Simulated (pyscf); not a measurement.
Structures and frequencies: ωB97X-D3(BJ)/def2-SVP in PySCF.

Problem. PBE/def2-TZVP puts the barrier of `[OH][SiH]([Cl])[Cl]` + `[H]` [doublet] → `[Cl][SiH][Cl]` [doublet] + `[OH2]` (substitution at O; doublet surface; O–Si broken, H–O formed) at 76.8 kJ/mol and the reaction energy at +23.6 kJ/mol, from the separated reactants. What do PBE0-D3(BJ)/def2-TZVP, M06-2X/def2-TZVP, ωB97M-D3(BJ)/def2-TZVP give on the same structures?

Solution. PBE0-D3(BJ): ΔE‡ = 107.1 kJ/mol, ΔE = +34.6 kJ/mol; M06-2X: ΔE‡ = 128.0 kJ/mol, ΔE = +43.5 kJ/mol; ωB97M-D3(BJ): ΔE‡ = 128.5 kJ/mol, ΔE = +46.0 kJ/mol. PBE's barrier lies under all of them, by 30.3 to 51.7 kJ/mol. Its reaction energy lies under all of them, by 11.1 to 22.4 kJ/mol. Low barriers are usual for a GGA, whose delocalisation error favours stretched bonds. On the product side the descent ends in a complex (not fully relaxed), 21.5 kJ/mol under the separated species and 118.0 kJ/mol under the saddle at ωB97X-D3(BJ)/def2-TZVP. At ωB97X-D3(BJ) the barrier from the zero used here is 143.0 kJ/mol. One saddle was located; it need not be the lowest between these sides. The angle at the attacked O is 142°.
